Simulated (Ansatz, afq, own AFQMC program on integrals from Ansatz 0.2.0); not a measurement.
# SiHO, quartet: AFQMC among the cluster methods

```xyz
3

Si    0.0000   -0.0872    0.5253
O     0.0000    0.0783   -1.0047
H     0.0000    1.1867    1.3100
```

Connectivity, by distances: SiH–O.

Basis cc-pVDZ. Noble-gas cores (and the filled d shells of Ga–Kr and In–Xe) are frozen. AFQMC by an in-house program on the Cholesky factors that Ansatz 0.2.0 writes for its CCSD(T) run. The CISD trial takes its coefficients from CCSD amplitudes. Released means that phaseless walkers are propagated on without the constraint, phases kept. Free projection: walkers drawn from exp(T), propagated without any constraint. Its projection time is finite, and what remains of the start isn't in its error. ± is one standard error of the sampling.

Determinant: UHF, the one that the program's search chose, which needn't be the lowest solution. The geometry is a point of a scan.

No full CI on the walks' own integrals is used here; CCSDT(Q) serves as the reference and is uncertain by about the last step of the cluster series.

Cautions: lower spins were not checked; the determinant is a saddle point among determinants of its kind.

```
T1 diagnostic                               : 0.0235
weight of the determinant in the CISD state : 0.909
⟨S²⟩ of the determinant                     : 3.759
size of the correlated space                : 11 electrons in 31 orbitals
```

| level | correlation energy (eV) |
| --- | --- |
| MP2 | -5.3257 |
| CCSD | -6.0437 |
| CCSD(T) | -6.1609 |

Estimate where phaseless AFQMC with a CISD trial lies against CCSD(T) on the same integrals.

3.4 ± 0.9 kJ/mol below CCSD(T).

Reference: CCSDT(Q), correlation energy -6.194 eV. The released energy is read at 1.62 1/Eh, later times being too noisy (meV from the phaseless value at times in 1/Eh: 21 ± 11 at 0.24, 10 ± 13 at 0.51, 6 ± 14 at 0.99, 21 ± 18 at 1.62, 17 ± 20 at 2.40).

```csv
level,E − E(reference) (kJ/mol),share of correlation (%)
CCSD(T),3.2,99.46
CCSDT,1.0,99.84
ph-AFQMC/HF,6.7 ± 5.5,98.87
ph-AFQMC/CISD,-0.2 ± 0.9,100.04
released AFQMC,1.8 ± 1.7,99.70
free AFQMC,0.9 ± 1.0,99.84
```

Free projections are given only where their last times agree within the noise and don't stop above the reference; a slow remainder of the start can still hide under it. A walk keeps the symmetry of its determinant, which the program's search chose and which needn't be the lowest solution, so a lower state of the same spin and another symmetry isn't excluded. Released energies are given only where the last usable release times agree within the noise; a slower fall can still hide under it.
